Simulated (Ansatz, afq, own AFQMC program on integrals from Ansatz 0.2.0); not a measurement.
# Atomization energy of AlSiH2, quartet, worked out

| atom | x (Å) | y (Å) | z (Å) |
| --- | --- | --- | --- |
| Si | 0.0000 | 0.0000 | 1.2493 |
| Al | 0.0000 | 0.0000 | -1.1594 |
| H | 0.0000 | 1.4055 | -1.8880 |
| H | 0.0000 | -1.4055 | -1.8880 |

Connectivity, by distances: Si–AlH2.

Basis cc-pVDZ. Noble-gas cores (and the filled d shells of Ga–Kr and In–Xe) are frozen. AFQMC by an in-house program on the Cholesky factors that Ansatz 0.2.0 writes for its CCSD(T) run. The CISD trial takes its coefficients from CCSD amplitudes. Released means that phaseless walkers are propagated on without the constraint, phases kept. Error bars are statistical, one sigma.

Total energies in eV. CBS is CCSD(T) at the limit of def2-TZVPP/QZVPP (extrapolated itself); the highest rung of each member is named.

Cautions: AlSiH₂ (quartet): lower spins were not checked, the ph-AFQMC/CISD walk drifts between its halves (2.3 errors).

```json
{"member": "Si (triplet)", "count": "+1", "CCSD(T)/cc-pVDZ": "-7861.7800", "highest rung in cc-pVDZ": "-7861.7922", "which": "FCI", "CCSD(T)/CBS": "-7862.5000"}
{"member": "Al (doublet)", "count": "+1", "CCSD(T)/cc-pVDZ": "-6583.0131", "highest rung in cc-pVDZ": "-6583.0229", "which": "FCI", "CCSD(T)/CBS": "-6583.4221"}
{"member": "H (doublet)", "count": "+2", "CCSD(T)/cc-pVDZ": "-13.5861", "highest rung in cc-pVDZ": "-13.5861", "which": "FCI", "CCSD(T)/CBS": "-13.6059"}
{"member": "AlSiH₂, quartet", "count": "-1", "CCSD(T)/cc-pVDZ": "-14478.7181", "highest rung in cc-pVDZ": "-14478.7567", "which": "CCSDT(Q)", "CCSD(T)/CBS": "-14480.6703"}
```

Problem. Work out the best estimate of the atomization energy: the CCSD(T)/CBS difference plus the step from CCSD(T) to the highest rung.

Solution. Sums with the counts: CCSD(T)/CBS 7.5364 eV, highest rung 6.7694 eV, CCSD(T)/cc-pVDZ 6.7528 eV. The step is 6.7694 − 6.7528 = 0.0166 eV, so the best estimate is 7.5364 + (0.0166) = 7.5530 eV = 728.8 kJ/mol. The basis set is worth 0.784 eV of it. Zero-point, core-correlation and spin–orbit terms aren't in it. Past Ne the Hartree–Fock part of each CBS total tends to overshoot, since the cores don't follow the formula; that largely cancels in the difference.

Best estimates are given only where the step beyond CCSD(T) is under 0.3 eV and no member's determinant is very poor (T1 over 0.05, or 0.07 for open shells, ⟨S²⟩ too high by 0.3, two states mixed), so the hardest cases are missing from such tables.

CCSDT and higher add their correlation energy to the determinant of the CCSD(T) run, since their own runs factorise the integrals more tightly (a shift of under 2 meV). Each member of a difference takes its own highest rung, so a best estimate needn't equal the limit plus the step of one row.
